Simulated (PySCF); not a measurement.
**What each rung costs, and what it gives**

Saddle point of CH₅BO, singlet (CH₅BO ([CH3][BH][OH]) → BHO ([BH][O]) + CH₄; bonds formed: C2–H4; bonds broken: B1–C2, O3–H4), PBE0-D4/def2-TZVP structure:

```xyz
8
angstrom
B -0.8018 -0.2628 -0.6296
C 0.5243 0.3420 0.4455
O -0.6886 -1.5290 -0.8056
H 0.2233 -0.8740 -0.0167
H -1.5129 0.6452 -0.9531
H 1.3448 -0.2135 0.9222
H 0.9744 1.0927 -0.2035
H -0.0634 0.7994 1.2409
```

Barriers are electronic and count from the start structure reached by relaxing down the imaginary mode.

Computed with PySCF 2.14 with density fitting (its default auxiliary sets; JK sets also for MP2 and CCSD(T)) (basis: as named in each row); correlated methods freeze the cores. B3LYP uses VWN-RPA correlation. Extrapolation: Hartree–Fock as exp(−7.88 √X), correlation as X^−2.97.

Times are rough, for one single point on 4 threads of a shared host (Arm Neoverse V1).

The estimate by CCSD(T) at an estimated basis limit (MP2 extrapolated from triple and quadruple zeta, plus CCSD(T) − MP2 in triple zeta) is 63.25 kcal/mol.

| method | basis | time (s) | barrier (kcal/mol) | method less estimate |
| --- | --- | --- | --- | --- |
| HF | STO-3G | under 1 | 127.41 | 64.15 |
| B3LYP-D4 | 6-31G | 2 | 68.84 | 5.59 |
| MP2 | def2-QZVPP | 3 | 60.68 | -2.57 |
| PBE0-D4 | def2-SVP | 3 | 60.38 | -2.87 |
| PBE-D4 | def2-SVP | 3 | 54.13 | -9.12 |
| SPW92 | def2-TZVPP | 6 | 52.79 | -10.47 |
| BHLYP-D4 | def2-TZVPP | 7 | 69.10 | 5.85 |
| PBE0-D4 | def2-TZVPP | 7 | 60.73 | -2.52 |
| B3LYP-D4 | def2-TZVPP | 7 | 62.25 | -1.00 |
| CCSD(T) | def2-SVP | 7 | 64.32 | 1.07 |
| PBE-D4 | def2-TZVPP | 8 | 54.86 | -8.39 |
| r2SCAN-D4 | def2-TZVPP | 16 | 58.74 | -4.52 |
| wB97M-V | def2-TZVPP | 110 | 62.78 | -0.47 |
| CCSD(T) | def2-TZVPP | 120 | 63.62 | 0.37 |

All methods are single points on the PBE0-D4 structures.

T1 diagnostic: at most 0.017.

Labels in which every atom is bracketed show which atoms are joined, not bond orders.
